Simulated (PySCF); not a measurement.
# Do core-level shifts follow atomic charges?

Compound: C₅H₉N.
Z-matrix (Å and degrees, GFN2-xTB geometry), rows numbered from 1:
```
C 
C   1  1.4922
C   2  1.3224  1  124.73
C   3  1.5005  2  124.67  1  -178.89
C   4  1.4965  3  109.37  2   111.12
N   5  1.2528  4  120.55  3   118.13
H   1  1.0871  2  111.06  3     1.27
H   1  1.0900  2  110.15  3   121.99
H   1  1.0898  2  110.27  3  -119.58
H   2  1.0833  1  115.28  3   179.58
H   3  1.0821  2  120.34  1    -0.58
H   4  1.0926  3  109.87  2    -8.30
H   4  1.0912  3  110.64  2  -129.43
H   5  1.1006  4  114.33  3   -60.73
H   6  1.0179  5  115.92  4  -179.22
```

Binding energies: delta-SCF UKS SCAN, pcX-2 on the ionised atom, pcseg-1 elsewhere, spin-free X2C (PySCF). Charges: PBE0/pcSseg-1 ground-state density, for the ionised atom.

```tsv
atom	environment	C 1s (eV)	Mulliken (e)	IAO (e)	Hirshfeld (e)	ESP (e)
C3	alkene CH carbon	290.14	-0.193	-0.157	-0.050	-0.302
C2	alkene CH carbon	290.21	-0.210	-0.140	-0.043	-0.013
C4	allylic carbon	290.67	-0.139	-0.282	-0.076	-0.191
C1	allylic carbon	290.71	-0.214	-0.423	-0.117	-0.443
C5	imine carbon	291.82	+0.022	+0.059	+0.056	+0.409
```

Task: How well does each charge scheme correlate with the binding energies over these sites?

Result: Mulliken: r = 0.92, slope 6.2 eV per e; ESP: r = 0.72, slope 1.5 eV per e; Hirshfeld: r = 0.67, slope 7.0 eV per e; IAO: r = 0.49, slope 1.8 eV per e. Mulliken charges have the highest r, on only 5 points.

Task: The point-charge model writes a binding energy as kq + V + constant, with V the potential of the other atoms' charges at the site. What does it give with the IAO charges?

Result: V = Σ 14.40 eV Å × q/r over all other atoms: +0.22 eV at C3, -0.16 eV at C2, +2.98 eV at C4, +5.22 eV at C1, -2.76 eV at C5. Fitting binding energy − V to q gives k = 18.8 eV per e and leaves an rms residual of 0.25 eV, against 0.52 eV for the fit on q alone. The model has no term for differences in relaxation between sites.

Geometry: GFN2-xTB, one conformer, isolated molecule.
